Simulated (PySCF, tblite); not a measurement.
**A complex of hydronium and 2 × hydrogen fluoride**

A gas-phase complex of hydronium and 2 × hydrogen fluoride; charge +1, singlet. The structure comes from a short search (6 tight-binding starts) and was relaxed by PBE0-D3(BJ)/def2-TZVPD; another way of binding may lie lower. No frequency run checks that it is a minimum.

```csv
part,name,SMILES,atoms,charge,multiplicity
1,hydronium,[OH3+],1–4,+1,1
2,hydrogen fluoride,F,5–6,0,1
3,hydrogen fluoride,F,7–8,0,1
```

| atom | part | x (Å) | y (Å) | z (Å) |
| --- | --- | --- | --- | --- |
| O1 | 1 | 0.067 | -0.100 | 0.214 |
| H2 | 1 | -0.219 | -1.045 | 0.015 |
| H3 | 1 | 0.157 | 0.459 | -0.619 |
| H4 | 1 | 0.882 | -0.082 | 0.741 |
| F5 | 2 | 0.361 | 1.223 | -1.922 |
| H6 | 2 | -0.009 | 2.030 | -2.202 |
| F7 | 3 | -0.552 | -2.484 | -0.346 |
| H8 | 3 | -1.285 | -3.004 | -0.098 |

Contacts between parts, classed by geometry: H2···F7 1.520 Å (hydrogen bond, 176°); H3···F5 1.524 Å (hydrogen bond, 176°).

Interaction energies are complex less parts, with the parts frozen as they stand in it; counterpoise-corrected, in kcal/mol (PySCF).

Task: How strongly do the parts interact, level by level?

Result: 
```tsv
level	interaction	superposition error removed
wB97M-D3(BJ)/def2-TZVPD	-35.05	-0.14
PBE0-D3(BJ)/def2-TZVPD	-36.65	-0.15
RI-MP2/def2-TZVPD	-33.35	-1.28
```

Task: What holds them together? Decompose the wB97M-D3(BJ)/def2-TZVPD energy: frozen parts, their antisymmetrised product, then relaxation.

Result: electrostatic -36.0, Pauli repulsion +30.0, orbital relaxation -27.9, dispersion correction -1.2 kcal/mol, which sum to the value before the counterpoise correction; the Pauli term holds the exchange-correlation of the frozen density too. Of the attraction, 55 % is electrostatic, 43 % is orbital relaxation, 2 % is dispersion correction.

Task: Are the pair energies additive?

Result: The pairs sum to -37.27 kcal/mol (1–2 -18.9, 1–3 -18.9, 2–3 0.5); the rest of +2.22 is a many-body weakening.

The parts were also relaxed and run alone, at the levels used for the complex: shieldings by PBE0/pcSseg-2; core levels by delta-SCF with SCAN, pcX-2 on the ionised atom and pcseg-1 elsewhere, spin-free X2C.

Values alone: O1–H2 bond (Å): 0.979; shielding of H2 (ppm): 23.97; shielding of F7 (ppm): 410.5; shielding of H3 (ppm): 23.97; shielding of F5 (ppm): 410.5; O1 1s core level (eV): 552.27; F7 1s core level (eV): 694.11.

Task: What does binding change?

Result: 
```
             property   alone  in the complex  change
       O1–H2 bond (Å)   0.979           1.008  +0.028
shielding of H2 (ppm)   23.97           19.31   -4.65
shielding of F7 (ppm)   410.5           390.9   -19.7
shielding of H3 (ppm)   23.97           19.39   -4.57
shielding of F5 (ppm)   410.5           391.2   -19.4
O1 1s core level (eV)  552.27          548.99   -3.28
F7 1s core level (eV)  694.11          700.10   +5.99
```
